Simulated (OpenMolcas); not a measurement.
## BS⁺ at 1.717 Å: OpenMolcas input and output

Input (each module block was a call of its own in one work directory; start orbitals came from a preliminary run):

```
&GATEWAY
Coord
2
angstrom
S 0.0 0.0 0.0
B 0.0 0.0 1.7170
Basis=ANO-RCC-VTZP
Group=XY
RX2C
AMFI
ANGMom
0.0 0.0 0.0
RICD
&SEWARD
&GUESSORB
* RASSCF and CASPT2 blocks for each multiplicity and irrep, as for the first:
&RASSCF
FileOrb=$CurrDir/o32.orb
Symmetry=2
Spin=3
nActEl=6 0 0
Inactive=5 2
RAS2=3 4
CIRoot=6 6 1
Linear
Iterations=120 100
OrbListing=Nothing
PRWF=0.15
>>COPY $Project.RasOrb $CurrDir/o32.orb
>>COPY $Project.rasscf.h5 $CurrDir/r32.h5
&CASPT2
XMultistate=all
Imaginary=0.2
IPEA=0.25
MaxIter=40
>>COPY $Project.JobMix JOB001
&RASSI
Nr of JobIphs=5 6 2 5 5 2
1 2 3 4 5 6
1 2
1 2 3 4 5
1 2 3 4 5
1 2
SpinOrbit
EJob
Omega
MEES
MESO
Properties=4
'AngMom' 3 'Mltpl  1' 1 'Mltpl  1' 2 'Mltpl  1' 3
Thrs=1.0d-4
>>COPY $Project.rassi.h5 $CurrDir/so.h5
```

```bash
pymolcas m.inp
```

C2 symmetry about the axis (a holds Σ, Δ, Γ; b holds Π, Φ, H; Σ⁺ and Σ⁻ are not told apart); roots by multiplicity and irrep: 3b 6, 1b 2, 1a 5, 3a 5, 5b 2.

RASSI part of the output, in excerpt:

```
SPIN-FREE ENERGIES:
  (Shifted by EMIN (a.u.) =       -423.1184260788)
 SF State       Relative EMIN(au)   Rel lowest level(eV)    D:o, cm**(-1)      Abs_M
     1             0.0000000000        0.0000000000              0.0000         1.0
     2             0.0000000000        0.0000000000              0.0000         1.0
     9             0.0073090317        0.1988888851           1604.1470         0.0
     7             0.0143217195        0.3897138415           3143.2541         1.0
     8             0.0143217195        0.3897138415           3143.2541         1.0
    14             0.0940334309        2.5587800095          20637.9526         0.0
    15             0.1124882313        3.0609607101          24688.3131         0.0
    10             0.1406350406        3.8268744088          30865.8237         2.0
    11             0.1406664390        3.8277288030          30872.7148         2.0
    19             0.1504911137        4.0950718212          33028.9817         1.0
    20             0.1504911178        4.0950719338          33028.9826         1.0
    16             0.1637629819        4.4562177541          35941.8201         0.0
    17             0.1678734297        4.5680687358          36843.9591         2.0
    18             0.1680805448        4.5737046262          36889.4156         2.0
     4             0.1780558314        4.8451460004          39078.7379         1.0
     3             0.1780558314        4.8451460004          39078.7379         1.0
    12             0.1805990396        4.9143502235          39636.9077         0.0
    13             0.1814496509        4.9374965336          39823.5952         0.0
     5             0.2098943071        5.7115150602          46066.4757         3.0
     6             0.2098943071        5.7115150602          46066.4757         3.0
++ Dipole transition strengths (spin-free states):
     for osc. strength at least  1.00000000E-05
      From   To        Osc. strength     Einstein coefficients Ax, Ay, Az (sec-1)    Total A (sec-1)
         1   14       7.75419405E-04  4.95918516E+02  2.19802872E+05  0.00000000E+00  2.20298791E+05
         1   15       3.05377625E-03  1.23872682E+06  2.81762603E+03  0.00000000E+00  1.24154445E+06
         1   16       4.01764853E-03  3.45399349E+06  7.90476338E+03  0.00000000E+00  3.46189825E+06
         1   17       4.28492994E-03  1.47801212E+03  3.87840414E+06  0.00000000E+00  3.87988215E+06
         1   18       4.26689008E-03  3.87182357E+06  1.26325451E+03  0.00000000E+00  3.87308682E+06
         1    4       1.24926375E-03  0.00000000E+00  0.00000000E+00  1.27255753E+06  1.27255753E+06
         1    3       4.09736491E-04  0.00000000E+00  0.00000000E+00  4.17376439E+05  4.17376439E+05
         2   14       7.75419416E-04  2.19802875E+05  4.95918595E+02  0.00000000E+00  2.20298794E+05
         2   15       3.05377625E-03  2.81762619E+03  1.23872682E+06  0.00000000E+00  1.24154445E+06
         2   16       4.01764800E-03  7.90476718E+03  3.45399303E+06  0.00000000E+00  3.46189780E+06
         2   17       4.28492994E-03  3.87840414E+06  1.47801292E+03  0.00000000E+00  3.87988216E+06
         2   18       4.26689059E-03  1.26325554E+03  3.87182403E+06  0.00000000E+00  3.87308728E+06
         2    4       4.09736493E-04  0.00000000E+00  0.00000000E+00  4.17376441E+05  4.17376441E+05
         2    3       1.24926370E-03  0.00000000E+00  0.00000000E+00  1.27255747E+06  1.27255747E+06
         9    7       5.55830091E-04  8.38971919E+02  3.92857428E+01  0.00000000E+00  8.78257662E+02
         9    8       5.55830078E-04  3.92857418E+01  8.38971899E+02  0.00000000E+00  8.78257641E+02
         9   13       1.41168917E-03  0.00000000E+00  0.00000000E+00  1.37546687E+06  1.37546687E+06
         7   10       1.13830471E-03  1.37452053E+04  5.69790889E+05  0.00000000E+00  5.83536094E+05
         7   11       1.13858756E-03  5.70215844E+05  1.37554634E+04  0.00000000E+00  5.83971307E+05
         7   12       4.44112371E-03  1.76606840E+05  3.76860008E+06  0.00000000E+00  3.94520692E+06
         7   13       1.98321112E-03  1.70020580E+06  7.96216798E+04  0.00000000E+00  1.77982748E+06
         8   10       1.13830466E-03  5.69790855E+05  1.37452107E+04  0.00000000E+00  5.83536066E+05
         8   11       1.13858768E-03  1.37554576E+04  5.70215910E+05  0.00000000E+00  5.83971368E+05
         8   12       4.44112402E-03  3.76860034E+06  1.76606859E+05  0.00000000E+00  3.94520720E+06
         8   13       1.98321134E-03  7.96216895E+04  1.70020599E+06  0.00000000E+00  1.77982768E+06
        14    4       1.54205656E-04  1.01328383E+04  2.48456756E+04  0.00000000E+00  3.49785139E+04
        14    3       1.54205656E-04  2.48456758E+04  1.01328382E+04  0.00000000E+00  3.49785140E+04
        15   16       3.01226202E-03  0.00000000E+00  0.00000000E+00  2.54454855E+05  2.54454855E+05
        15    4       1.40747216E-03  1.38099009E+05  5.63157682E+04  0.00000000E+00  1.94414777E+05
        15    3       1.40747215E-03  5.63157687E+04  1.38099007E+05  0.00000000E+00  1.94414776E+05
        16    4       7.43737726E-04  3.46798881E+03  1.41368022E+03  0.00000000E+00  4.88166903E+03
        16    3       7.43737745E-04  1.41368010E+03  3.46798905E+03  0.00000000E+00  4.88166916E+03
        17    4       2.01026760E-04  1.63000102E+02  5.06676625E+02  0.00000000E+00  6.69676727E+02
        17    3       2.01026767E-04  5.06676623E+02  1.63000125E+02  0.00000000E+00  6.69676748E+02
        17    5       1.06004539E-03  9.14640851E+03  5.09938896E+04  0.00000000E+00  6.01402981E+04
        17    6       1.06004544E-03  5.09938922E+04  9.14640855E+03  0.00000000E+00  6.01403007E+04
        18    4       1.96568639E-04  4.90634849E+02  1.37822588E+02  0.00000000E+00  6.28457438E+02
        18    3       1.96568619E-04  1.37822605E+02  4.90634769E+02  0.00000000E+00  6.28457374E+02
        18    5       1.06217477E-03  4.96847384E+04  9.98379381E+03  0.00000000E+00  5.96685322E+04
        18    6       1.06217473E-03  9.98379379E+03  4.96847359E+04  0.00000000E+00  5.96685297E+04
 Electric-quadrupole - electric-quadrupole not included
 Electric-dipole - electric-octupole not included
 Electric-dipole - magnetic-quadrupole not included
   Eigenvalues of complex Hamiltonian:
  (Shifted by EMIN (a.u.) =       -423.1184260788)
 SO State       Relative EMIN(au)   Rel lowest level(eV)    D:o, cm**(-1)      Omega
     1            -0.0007004903        0.0000000000              0.0000         2.0
     2            -0.0007004806        0.0000002659              0.0021         2.0
     3            -0.0000330852        0.0181610204            146.4785         1.0
     4            -0.0000330852        0.0181610204            146.4785         1.0
     5             0.0006123577        0.0357244152            288.1368         0.0
     6             0.0006893100        0.0378183940            305.0259         0.0
     7             0.0073862669        0.2200518746           1774.8381         0.0
     8             0.0143437873        0.4093756508           3301.8373         1.0
     9             0.0143437873        0.4093756508           3301.8373         1.0
    10             0.0940057153        2.5770871405          20785.6096         0.0
    11             0.0940344306        2.5778685245          20791.9118         1.0
    12             0.0940344306        2.5778685245          20791.9118         1.0
    13             0.1124914207        3.0801088124          24842.7530         0.0
    14             0.1124919390        3.0801229152          24842.8667         1.0
    15             0.1124919390        3.0801229152          24842.8667         1.0
    16             0.1406345580        3.8459225910          31019.4576         2.0
    17             0.1406659245        3.8467761165          31026.3418         2.0
    18             0.1503490664        4.1102678303          33151.5458         1.0
    19             0.1503490664        4.1102678301          33151.5458         1.0
    20             0.1504130532        4.1120089993          33165.5893         0.0
    21             0.1504235813        4.1122954840          33167.8999         0.0
    22             0.1504836507        4.1139300560          33181.0836         1.0
    23             0.1504836548        4.1139301684          33181.0845         1.0
    24             0.1505443979        4.1155830712          33194.4161         2.0
    25             0.1505445315        4.1155867067          33194.4454         2.0
    26             0.1506007816        4.1171173508          33206.7909         3.0
    27             0.1506007816        4.1171173508          33206.7909         3.0
    28             0.1637633200        4.4752882672          36095.6342         0.0
    29             0.1637746877        4.4755975991          36098.1291         1.0
    30             0.1637746877        4.4755975991          36098.1291         1.0
    31             0.1675270630        4.5777049316          36921.6803         3.0
    32             0.1675270630        4.5777049316          36921.6803         3.0
    33             0.1678800512        4.5873102290          36999.1522         2.0
    34             0.1680869753        4.5929409209          37044.5668         2.0
    35             0.1684479488        4.6027635112          37123.7913         1.0
    36             0.1684479488        4.6027635112          37123.7913         1.0
    37             0.1776073498        4.8520035080          39134.0475         0.0
    38             0.1777059848        4.8546875033          39155.6954         0.0
    39             0.1780640524        4.8644310197          39234.2821         1.0
    40             0.1780640524        4.8644310197          39234.2821         1.0
    41             0.1784118957        4.8738963195          39310.6249         2.0
    42             0.1784121377        4.8739029021          39310.6780         2.0
    43             0.1807113837        4.9364685741          39815.3042         0.0
    44             0.1814837940        4.9574869298          39984.8287         0.0
    45             0.2097790418        5.7274398468          46194.9177         2.0
    46             0.2097790815        5.7274409264          46194.9264         2.0
    47             0.2098994995        5.7307176660          46221.3551         3.0
    48             0.2098994995        5.7307176660          46221.3551         3.0
    49             0.2100158369        5.7338833700          46246.8883         4.0
    50             0.2100158389        5.7338834234          46246.8887         4.0
 Weights of the five most important spin-orbit-free states for each spin-orbit state.
 SO State  Total energy (au)           Spin-free states, spin, and weights
    1        -0.000700       2 1.0  0.5000    1 1.0  0.5000   10 0.0  0.0000   19 2.0  0.0000   20 2.0  0.0000
    2        -0.000700       2 1.0  0.5000    1 1.0  0.5000   11 0.0  0.0000   19 2.0  0.0000   20 2.0  0.0000
    3        -0.000033       2 1.0  0.4990    1 1.0  0.4990    7 0.0  0.0009    8 0.0  0.0009   15 1.0  0.0000
    4        -0.000033       1 1.0  0.4990    2 1.0  0.4990    8 0.0  0.0009    7 0.0  0.0009   15 1.0  0.0000
    5         0.000612       1 1.0  0.4942    2 1.0  0.4942    9 0.0  0.0116   14 1.0  0.0000   13 0.0  0.0000
    6         0.000689       1 1.0  0.5000    2 1.0  0.5000   15 1.0  0.0001   16 1.0  0.0000   19 2.0  0.0000
    7         0.007386       9 0.0  0.9884    2 1.0  0.0058    1 1.0  0.0058   14 1.0  0.0000   13 0.0  0.0000
    8         0.014344       8 0.0  0.9981    1 1.0  0.0017    2 1.0  0.0001   14 1.0  0.0000   15 1.0  0.0000
    9         0.014344       7 0.0  0.9981    2 1.0  0.0017    1 1.0  0.0001   14 1.0  0.0000   15 1.0  0.0000
   10         0.094006      14 1.0  0.9996   13 0.0  0.0003    1 1.0  0.0000    2 1.0  0.0000    9 0.0  0.0000
   11         0.094034      14 1.0  0.9999   15 1.0  0.0000    8 0.0  0.0000    7 0.0  0.0000   19 2.0  0.0000
   12         0.094034      14 1.0  0.9999   15 1.0  0.0000    8 0.0  0.0000    7 0.0  0.0000   19 2.0  0.0000
   13         0.112491      15 1.0  0.9999    2 1.0  0.0000    1 1.0  0.0000   12 0.0  0.0000   19 2.0  0.0000
   14         0.112492      15 1.0  0.9999   14 1.0  0.0000   19 2.0  0.0000   20 2.0  0.0000    2 1.0  0.0000
   15         0.112492      15 1.0  0.9999   14 1.0  0.0000   19 2.0  0.0000   20 2.0  0.0000    2 1.0  0.0000
   16         0.140635      10 0.0  0.9999   18 1.0  0.0001    1 1.0  0.0000    2 1.0  0.0000    5 1.0  0.0000
   17         0.140666      11 0.0  0.9999   17 1.0  0.0001    2 1.0  0.0000    1 1.0  0.0000    6 1.0  0.0000
   18         0.150349      20 2.0  0.5001   19 2.0  0.4991   16 1.0  0.0008   15 1.0  0.0000   14 1.0  0.0000
   19         0.150349      19 2.0  0.5001   20 2.0  0.4991   16 1.0  0.0008   15 1.0  0.0000   14 1.0  0.0000
   20         0.150413      19 2.0  0.4996   20 2.0  0.4995   16 1.0  0.0008    3 1.0  0.0000    4 1.0  0.0000
   21         0.150424      19 2.0  0.5000   20 2.0  0.4999    3 1.0  0.0001    4 1.0  0.0001   14 1.0  0.0000
   22         0.150484      19 2.0  0.9990   20 2.0  0.0005   16 1.0  0.0001   17 1.0  0.0001   18 1.0  0.0001
   23         0.150484      20 2.0  0.9990   19 2.0  0.0005   16 1.0  0.0001   17 1.0  0.0001   18 1.0  0.0001
   24         0.150544      20 2.0  0.4996   19 2.0  0.4996   17 1.0  0.0007    4 1.0  0.0000    3 1.0  0.0000
   25         0.150545      20 2.0  0.4996   19 2.0  0.4996   18 1.0  0.0006    4 1.0  0.0000    3 1.0  0.0000
   26         0.150601      20 2.0  0.4993   19 2.0  0.4993   17 1.0  0.0007   18 1.0  0.0007    6 1.0  0.0000
   27         0.150601      20 2.0  0.4993   19 2.0  0.4993   17 1.0  0.0007   18 1.0  0.0007    6 1.0  0.0000
   28         0.163763      16 1.0  0.9985   20 2.0  0.0004   19 2.0  0.0004   12 0.0  0.0004    4 1.0  0.0002
   29         0.163775      16 1.0  0.9989   20 2.0  0.0005   19 2.0  0.0005    4 1.0  0.0001    3 1.0  0.0001
   30
```

Only roots inside an energy window near the equilibrium distance were included, so the list of states is not complete; labels number the states computed. Each spin and symmetry block has orbitals of its own, averaged over its own roots, so gaps between blocks are less sure than gaps within one and near the minimum can be off by tenths of an eV, in bad cases by more. No Rydberg orbitals are active, so Rydberg states, and σ→σ* states whose orbital the CASSCF left unused, can be missing between those listed. CASPT2 splits the two components of degenerate states numerically, here by up to 45 cm⁻¹. No roots were computed in block 5a (none fell in the window or the block failed), so states of that kind are missing and can lie low or lowest.
